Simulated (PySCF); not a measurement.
Reaction (SMILES): N#N (N2) + 3 [H][H] (H2) → 2 N (NH3)
B3LYP-D3(BJ)/def2-TZVP geometries, fixed; electronic energies without zero-point terms.
Largest species:
```xyz
4

N      0.0022    -0.0038     0.1116
H     -0.0020     0.9512    -0.2281
H      0.8095    -0.4644    -0.2929
H     -0.8232    -0.4600    -0.2599
```

Effect of the SCF energy threshold at PBE0/def2-TZVP with PySCF, against the last row, where the energy of full hydrogenation is -47.20 kcal/mol.

```tsv
setting	SCF cycles, largest species	largest shift of a total energy (mEh)	shift of the energy of full hydrogenation (kcal/mol)
conv_tol: 1e-4	4	0.002	0.002
conv_tol: 1e-5	5	0.000	0.000
conv_tol: 1e-6	6	0.000	0.000
conv_tol: 1e-7	6	0.000	0.000
conv_tol: 1e-11	8	0.000	0.000
```

Within 0.02 kcal/mol in the energy of full hydrogenation: conv_tol: 1e-4; conv_tol: 1e-5; conv_tol: 1e-6; conv_tol: 1e-7. The largest shift is 0.002 mEh in a total energy and 0.002 kcal/mol in the difference.
